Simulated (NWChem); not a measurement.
# C₂H₃, doublet; SMILES [CH]=C

All runs: NWChem. Pople sets run with spherical d functions. Spin-unrestricted. In the optimisation the excess spin sits in a' (Cs, its own frame). No stability test was run on the SCF state. Level PBE/6-31G*: optimisations from one semi-empirical or force-field start; each run changes one setting, and all end within 0.3 mHa of each other.

```
setting                                             optimisation steps
--------------------------------------------------  ------------------
redundant internal coordinates, default thresholds                   4
tight thresholds                                                     6
symmetry off                                                         4
loose thresholds                                                     3
```
